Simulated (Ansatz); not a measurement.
F$_{2}$HSi (`F[SiH]F`) radical. The species carries charge 0 and has multiplicity 2. The geometry is a stationary point of PBE0-D4/def2-TZVP.

```xyz
4

F    -1.402   -0.201    0.424
Si    0.052    0.392    0.161
F     0.312    0.323   -1.408
H     1.037   -0.514    0.823
```

(1) What is the dipole moment at r2SCAN/def2-TZVPP? (An estimate is asked.)

(2) And with PBE, B3LYP, ωB97M-V? (Best estimate.)

(3) Give the Mulliken charges with r2SCAN, PBE, B3LYP in def2-TZVPP. (Estimate.)

## Answers

(1) Ansatz gave: 1.28 D, with components (0.84, 0.38, 0.89) D in this frame, pointing from negative to positive charge.

(2) Computed: PBE 1.23 D, B3LYP 1.40 D, ωB97M-V 1.40 D.

(3) The calculation gave: 
| atom | r2SCAN | PBE | B3LYP |
| --- | --- | --- | --- |
| F1 | -0.29 | -0.25 | -0.29 |
| Si2 | 0.65 | 0.54 | 0.64 |
| F3 | -0.29 | -0.25 | -0.29 |
| H4 | -0.07 | -0.05 | -0.06 |

B3LYP here is the variant with VWN-RPA as its local correlation; programs differ in this.
